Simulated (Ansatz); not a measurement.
## BN2H5 (SMILES NBN): the energy, rung by rung

The species is BN2H5 (8 atoms), meant as a singlet with charge 0. SMILES: `NBN`. The shape is that of a PBE0-D4/def2-TZVP optimisation. The run starts from this shape.

Each level gives the adiabatic ionisation energy (to the doublet cation, no zero-point term) (eV). The values are calculated.

```csv
level,kind,program,value (eV),CPU time (all runs)
HF/STO-3G,Hartree–Fock,Ansatz,6.03,4.4 s
HF/3-21G,Hartree–Fock,Ansatz,7.84,7.4 s
HF/6-31G* (Cartesian functions),Hartree–Fock,Ansatz,8.11,8.6 s
PBE/def2-SVP,GGA,Ansatz,8.76,38 s
B3LYP/6-31G* (Cartesian functions),global hybrid,Ansatz,8.79,20 s
MP2/6-31G* (Cartesian functions),perturbation theory,Ansatz,8.92,13 s
```

The values span 6.03 to 8.92 eV. Spin contamination of the reference (⟨S²⟩ at least 0.1 too high) touches HF/STO-3G, HF/6-31G*, MP2/6-31G*. Without the sets that lack polarisation functions the rows with a basis span only 8.11 to 8.92 eV. CPU times are rough (shared hosts, several kinds of processor): they show what a rung costs within a factor of a few.
